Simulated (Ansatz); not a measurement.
Molecular dynamics of FH$_{6}$NSi

input.yaml

```yaml
crystal:
  periodic: [false, false, false]
  atoms:
    - { symbol: Si, position_ang: [0.074328, -0.092358, 0.105224] }
    - { symbol: "N", position_ang: [0.117981, -0.171213, 1.980835] }
    - { symbol: H, position_ang: [-0.792936, -0.248259, 2.433725] }
    - { symbol: H, position_ang: [0.644714, 0.577336, 2.431646] }
    - { symbol: H, position_ang: [1.375916, 0.25341, -0.509247] }
    - { symbol: H, position_ang: [-0.69211, 1.205316, -0.034182] }
    - { symbol: H, position_ang: [-0.857392, -1.065203, -0.508657] }
    - { symbol: F, position_ang: [1.080501, -1.795395, 0.751153] }
    - { symbol: H, position_ang: [0.710001, -1.183834, 1.748803] }
basis:
  gaussian: { orbitals: def2-SVP }
hamiltonian:
  xc: cam_b3lyp
md:
  timestep: 0.5
  n_steps: 200
  ensemble: nve
  temperature: 300.0
  initial_velocities: maxwell_boltzmann
  seed: 7300
```

Run as:

```bash
$ ansatz run input.yaml --threads 2 --pin off --max-ram 3072MiB --backend cpu --events-out ev --progress --plain --runs-dir out
```

It starts at the highest image of a converged band, a first-order saddle point between two minima.

Output, in part (one step line in 3, the closing report, with atoms numbered from 0):

```
md step     0: t =     0.00 fs  T =   300.0 K  F+E_penalty+E_count = -12175.19856220 eV  E_kin = 0.271446 eV  conserved = -12174.92711620 eV  (23 SCF iters)
md step     3: t =     1.50 fs  T =   242.2 K  F+E_penalty+E_count = -12175.14506977 eV  E_kin = 0.219164 eV  conserved = -12174.92590610 eV  (25 SCF iters)
md step     6: t =     3.00 fs  T =   209.3 K  F+E_penalty+E_count = -12175.11527110 eV  E_kin = 0.189375 eV  conserved = -12174.92589566 eV  (25 SCF iters)
md step     9: t =     4.50 fs  T =   212.3 K  F+E_penalty+E_count = -12175.11879606 eV  E_kin = 0.192086 eV  conserved = -12174.92670978 eV  (25 SCF iters)
md step    12: t =     6.00 fs  T =   156.3 K  F+E_penalty+E_count = -12175.06727597 eV  E_kin = 0.141410 eV  conserved = -12174.92586550 eV  (25 SCF iters)
md step    15: t =     7.50 fs  T =   130.9 K  F+E_penalty+E_count = -12175.04423057 eV  E_kin = 0.118397 eV  conserved = -12174.92583383 eV  (22 SCF iters)
md step    18: t =     9.00 fs  T =   138.5 K  F+E_penalty+E_count = -12175.05210183 eV  E_kin = 0.125360 eV  conserved = -12174.92674183 eV  (24 SCF iters)
md step    21: t =    10.50 fs  T =    82.1 K  F+E_penalty+E_count = -12175.00023436 eV  E_kin = 0.074304 eV  conserved = -12174.92593017 eV  (26 SCF iters)
md step    24: t =    12.00 fs  T =    66.2 K  F+E_penalty+E_count = -12174.98539967 eV  E_kin = 0.059858 eV  conserved = -12174.92554156 eV  (22 SCF iters)
md step    27: t =    13.50 fs  T =   125.6 K  F+E_penalty+E_count = -12175.04057625 eV  E_kin = 0.113664 eV  conserved = -12174.92691218 eV  (25 SCF iters)
md step    30: t =    15.00 fs  T =   106.5 K  F+E_penalty+E_count = -12175.02248713 eV  E_kin = 0.096386 eV  conserved = -12174.92610081 eV  (25 SCF iters)
md step    33: t =    16.50 fs  T =    89.1 K  F+E_penalty+E_count = -12175.00619244 eV  E_kin = 0.080627 eV  conserved = -12174.92556564 eV  (25 SCF iters)
md step    36: t =    18.00 fs  T =   143.1 K  F+E_penalty+E_count = -12175.05585111 eV  E_kin = 0.129478 eV  conserved = -12174.92637275 eV  (25 SCF iters)
md step    39: t =    19.50 fs  T =   175.4 K  F+E_penalty+E_count = -12175.08504249 eV  E_kin = 0.158690 eV  conserved = -12174.92635250 eV  (26 SCF iters)
md step    42: t =    21.00 fs  T =   200.0 K  F+E_penalty+E_count = -12175.10665270 eV  E_kin = 0.180986 eV  conserved = -12174.92566638 eV  (24 SCF iters)
md step    45: t =    22.50 fs  T =   271.7 K  F+E_penalty+E_count = -12175.17301364 eV  E_kin = 0.245806 eV  conserved = -12174.92720810 eV  (24 SCF iters)
md step    48: t =    24.00 fs  T =   233.0 K  F+E_penalty+E_count = -12175.13739660 eV  E_kin = 0.210815 eV  conserved = -12174.92658135 eV  (24 SCF iters)
md step    51: t =    25.50 fs  T =   167.3 K  F+E_penalty+E_count = -12175.07649485 eV  E_kin = 0.151352 eV  conserved = -12174.92514298 eV  (25 SCF iters)
md step    54: t =    27.00 fs  T =   246.1 K  F+E_penalty+E_count = -12175.14924134 eV  E_kin = 0.222677 eV  conserved = -12174.92656431 eV  (25 SCF iters)
md step    57: t =    28.50 fs  T =   300.2 K  F+E_penalty+E_count = -12175.19911261 eV  E_kin = 0.271636 eV  conserved = -12174.92747629 eV  (25 SCF iters)
md step    60: t =    30.00 fs  T =   227.6 K  F+E_penalty+E_count = -12175.13153915 eV  E_kin = 0.205913 eV  conserved = -12174.92562621 eV  (25 SCF iters)
md step    63: t =    31.50 fs  T =   228.7 K  F+E_penalty+E_count = -12175.13302055 eV  E_kin = 0.206923 eV  conserved = -12174.92609717 eV  (25 SCF iters)
md step    66: t =    33.00 fs  T =   279.9 K  F+E_penalty+E_count = -12175.17968909 eV  E_kin = 0.253283 eV  conserved = -12174.92640578 eV  (25 SCF iters)
md step    69: t =    34.50 fs  T =   318.9 K  F+E_penalty+E_count = -12175.21504482 eV  E_kin = 0.288564 eV  conserved = -12174.92648048 eV  (25 SCF iters)
md step    72: t =    36.00 fs  T =   344.1 K  F+E_penalty+E_count = -12175.23752495 eV  E_kin = 0.311372 eV  conserved = -12174.92615245 eV  (25 SCF iters)
md step    75: t =    37.50 fs  T =   391.5 K  F+E_penalty+E_count = -12175.28090468 eV  E_kin = 0.354247 eV  conserved = -12174.92665777 eV  (25 SCF iters)
md step    78: t =    39.00 fs  T =   415.0 K  F+E_penalty+E_count = -12175.30185997 eV  E_kin = 0.375485 eV  conserved = -12174.92637506 eV  (24 SCF iters)
md step    81: t =    40.50 fs  T =   438.1 K  F+E_penalty+E_count = -12175.32266600 eV  E_kin = 0.396377 eV  conserved = -12174.92628899 eV  (24 SCF iters)
md step    84: t =    42.00 fs  T =   466.5 K  F+E_penalty+E_count = -12175.34862993 eV  E_kin = 0.422067 eV  conserved = -12174.92656257 eV  (25 SCF iters)
md step    87: t =    43.50 fs  T =   469.5 K  F+E_penalty+E_count = -12175.35061694 eV  E_kin = 0.424808 eV  conserved = -12174.92580898 eV  (26 SCF iters)
md step    90: t =    45.00 fs  T =   533.5 K  F+E_penalty+E_count = -12175.40872121 eV  E_kin = 0.482737 eV  conserved = -12174.92598452 eV  (25 SCF iters)
md step    93: t =    46.50 fs  T =   625.8 K  F+E_penalty+E_count = -12175.49365865 eV  E_kin = 0.566250 eV  conserved = -12174.92740819 eV  (24 SCF iters)
md step    96: t =    48.00 fs  T =   594.7 K  F+E_penalty+E_count = -12175.46445971 eV  E_kin = 0.538140 eV  conserved = -12174.92631952 eV  (24 SCF iters)
md step    99: t =    49.50 fs  T =   599.3 K  F+E_penalty+E_count = -12175.46766624 eV  E_kin = 0.542255 eV  conserved = -12174.92541155 eV  (24 SCF iters)
md step   102: t =    51.00 fs  T =   721.4 K  F+E_penalty+E_count = -12175.58058873 eV  E_kin = 0.652756 eV  conserved = -12174.92783271 eV  (24 SCF iters)
md step   105: t =    52.50 fs  T =   691.1 K  F+E_penalty+E_count = -12175.55185299 eV  E_kin = 0.625284 eV  conserved = -12174.92656901 eV  (24 SCF iters)
md step   108: t =    54.00 fs  T =   626.4 K  F+E_penalty+E_count = -12175.49208808 eV  E_kin = 0.566775 eV  conserved = -12174.92531323 eV  (25 SCF iters)
md step   111: t =    55.50 fs  T =   693.5 K  F+E_penalty+E_count = -12175.55375045 eV  E_kin = 0.627475 eV  conserved = -12174.92627592 eV  (25 SCF iters)
md step   114: t =    57.00 fs  T =   771.1 K  F+E_penalty+E_count = -12175.62526738 eV  E_kin = 0.697677 eV  conserved = -12174.92759011 eV  (24 SCF iters)
md step   117: t =    58.50 fs  T =   720.8 K  F+E_penalty+E_count = -12175.57839560 eV  E_kin = 0.652206 eV  conserved = -12174.92619006 eV  (25 SCF iters)
md step   120: t =    60.00 fs  T =   733.3 K  F+E_penalty+E_count = -12175.58963914 eV  E_kin = 0.663507 eV  conserved = -12174.92613202 eV  (25 SCF iters)
md step   123: t =    61.50 fs  T =   801.7 K  F+E_penalty+E_count = -12175.65308275 eV  E_kin = 0.725419 eV  conserved = -12174.92766334 eV  (25 SCF iters)
md step   126: t =    63.00 fs  T =   748.9 K  F+E_penalty+E_count = -12175.60352012 eV  E_kin = 0.677632 eV  conserved = -12174.92588797 eV  (25 SCF iters)
md step   129: t =    64.50 fs  T =   753.4 K  F+E_penalty+E_count = -12175.60766643 eV  E_kin = 0.681720 eV  conserved = -12174.92594662 eV  (25 SCF iters)
md step   132: t =    66.00 fs  T =   818.5 K  F+E_penalty+E_count = -12175.66781023 eV  E_kin = 0.740567 eV  conserved = -12174.92724348 eV  (25 SCF iters)
md step   135: t =    67.50 fs  T =   786.7 K  F+E_penalty+E_count = -12175.63891268 eV  E_kin = 0.711817 eV  conserved = -12174.92709547 eV  (25 SCF iters)
md step   138: t =    69.00 fs  T =   720.6 K  F+E_penalty+E_count = -12175.57727044 eV  E_kin = 0.652045 eV  conserved = -12174.92522552 eV  (25 SCF iters)
md step   141: t =    70.50 fs  T =   789.7 K  F+E_penalty+E_count = -12175.64233899 eV  E_kin = 0.714558 eV  conserved = -12174.92778087 eV  (24 SCF iters)
md step   144: t =    72.00 fs  T =   746.8 K  F+E_penalty+E_count = -12175.60232647 eV  E_kin = 0.675734 eV  conserved = -12174.92659287 eV  (24 SCF iters)
md step   147: t =    73.50 fs  T =   676.5 K  F+E_penalty+E_count = -12175.53768495 eV  E_kin = 0.612121 eV  conserved = -12174.92556357 eV  (25 SCF iters)
md step   150: t =    75.00 fs  T =   715.8 K  F+E_penalty+E_count = -12175.57436123 eV  E_kin = 0.647707 eV  conserved = -12174.92665461 eV  (24 SCF iters)
md step   153: t =    76.50 fs  T =   732.6 K  F+E_penalty+E_count = -12175.59040460 eV  E_kin = 0.662891 eV  conserved = -12174.92751379 eV  (25 SCF iters)
md step   156: t =    78.00 fs  T =   669.9 K  F+E_penalty+E_count = -12175.53140173 eV  E_kin = 0.606165 eV  conserved = -12174.92523665 eV  (26 SCF iters)
md step   159: t =    79.50 fs  T =   752.3 K  F+E_penalty+E_count = -12175.60836071 eV  E_kin = 0.680661 eV  conserved = -12174.92769938 eV  (25 SCF iters)
md step   162: t =    81.00 fs  T =   743.6 K  F+E_penalty+E_count = -12175.59993901 eV  E_kin = 0.672808 eV  conserved = -12174.92713052 eV  (26 SCF iters)
md step   165: t =    82.50 fs  T =   649.0 K  F+E_penalty+E_count = -12175.51256767 eV  E_kin = 0.587253 eV  conserved = -12174.92531513 eV  (26 SCF iters)
md step   168: t =    84.00 fs  T =   692.1 K  F+E_penalty+E_count = -12175.55258944 eV  E_kin = 0.626218 eV  conserved = -12174.92637100 eV  (25 SCF iters)
md step   171: t =    85.50 fs  T =   744.9 K  F+E_penalty+E_count = -12175.60191046 eV  E_kin = 0.673978 eV  conserved = -12174.92793256 eV  (24 SCF iters)
md step   174: t =    87.00 fs  T =   658.5 K  F+E_penalty+E_count = -12175.52130010 eV  E_kin = 0.595788 eV  conserved = -12174.92551224 eV  (25 SCF iters)
md step   177: t =    88.50 fs  T =   688.5 K  F+E_penalty+E_count = -12175.55021028 eV  E_kin = 0.622955 eV  conserved = -12174.92725488 eV  (25 SCF iters)
md step   180: t =    90.00 fs  T =   678.1 K  F+E_penalty+E_count = -12175.54083632 eV  E_kin = 0.613528 eV  conserved = -12174.92730832 eV  (25 SCF iters)
md step   183: t =    91.50 fs  T =   575.8 K  F+E_penalty+E_count = -12175.44625006 eV  E_kin = 0.521021 eV  conserved = -12174.92522946 eV  (25 SCF iters)
md step   186: t =    93.00 fs  T =   625.9 K  F+E_penalty+E_count = -12175.49259061 eV  E_kin = 0.566284 eV  conserved = -12174.92630669 eV  (25 SCF iters)
md step   189: t =    94.50 fs  T =   690.7 K  F+E_penalty+E_count = -12175.55331867 eV  E_kin = 0.624956 eV  conserved = -12174.92836282 eV  (24 SCF iters)
md step   192: t =    96.00 fs  T =   576.7 K  F+E_penalty+E_count = -12175.44696176 eV  E_kin = 0.521779 eV  conserved = -12174.92518285 eV  (25 SCF iters)
md step   195: t =    97.50 fs  T =   616.6 K  F+E_penalty+E_count = -12175.48507063 eV  E_kin = 0.557900 eV  conserved = -12174.92717023 eV  (24 SCF iters)
md step   198: t =    99.00 fs  T =   641.2 K  F+E_penalty+E_count = -12175.50761567 eV  E_kin = 0.580147 eV  conserved = -12174.92746859 eV  (24 SCF iters)
md step   200: t =   100.00 fs  T =   576.1 K  F+E_penalty+E_count = -12175.44706743 eV  E_kin = 0.521284 eV  conserved = -12174.92578375 eV  (25 SCF iters)
Total energy: -12175.44718117 eV, -447.4394310936 hartree
Atom 0 at    -0.248780     0.475879     0.062897 Å, force    -0.199995     0.893897    -1.194213 eV/Å
Atom 1 at     0.088832    -0.107722     1.636937 Å, force     1.233580     0.066104     2.040000 eV/Å
Atom 2 at    -0.667088    -0.364164     2.292907 Å, force     0.417590     0.161692    -0.560620 eV/Å
Atom 3 at     0.741462     0.551380     2.132123 Å, force    -0.810525    -0.920329    -0.381089 eV/Å
Atom 4 at     1.030053     1.044785    -0.522691 Å, force    -0.394849    -0.275759     0.318314 eV/Å
Atom 5 at    -1.272339     1.576284     0.089148 Å, force     0.120503    -0.059799    -0.077530 eV/Å
Atom 6 at    -0.775403    -0.581465    -0.811452 Å, force    -0.065381    -0.276811    -0.112339 eV/Å
Atom 7 at     1.585098    -2.725653     1.115490 Å, force    -0.946306     2.401818     1.004223 eV/Å
Atom 8 at     1.228562    -1.869438     1.473228 Å, force     0.645383    -1.990812    -1.036746 eV/Å
Dipole moment:    -0.300740     0.613791     0.368841 e Å
```

All steps were run. The conserved energy stayed within 0.27 meV per atom of its start (net change 0.15 meV per atom), so the integration is sound. The kinetic energy rose, since the run started high on the potential surface and went downhill. It ends in pieces (FH + H5NSi), so much of that is their flight and rotation, not heat. A run of 0.1 ps of so small a system gives no equilibrium averages. The orbitals stay closed-shell, which can raise the energy where a bond breaks towards radicals; this wasn't checked here.

Between its relaxed ends the band would form Si1–F8, N2–H9 and break Si1–N2, F8–H9. These pairs go: Si1–F8 2.08 → 3.84 Å, N2–H9 1.20 → 2.10 Å, Si1–N2 1.88 → 1.71 Å, F8–H9 1.23 → 0.99 Å. In the last frame they stand as before the step (other bonds may differ from the relaxed reactants and products). It ends as FH + H5NSi. Pairs count as bonded within 1.25 times the sum of covalent radii (0.12 Å more for H–H).

Last frame:

```xyz
9
Properties=species:S:1:pos:R:3
Si -0.249 0.476 0.063
N 0.089 -0.108 1.637
H -0.667 -0.364 2.293
H 0.742 0.551 2.132
H 1.030 1.045 -0.523
H -1.272 1.576 0.089
H -0.775 -0.582 -0.811
F 1.585 -2.726 1.115
H 1.229 -1.869 1.473
```

Time of the run: 3.5 min on 2 threads of Arm Neoverse V2, with other jobs on the host, peak memory 0.18 GiB.
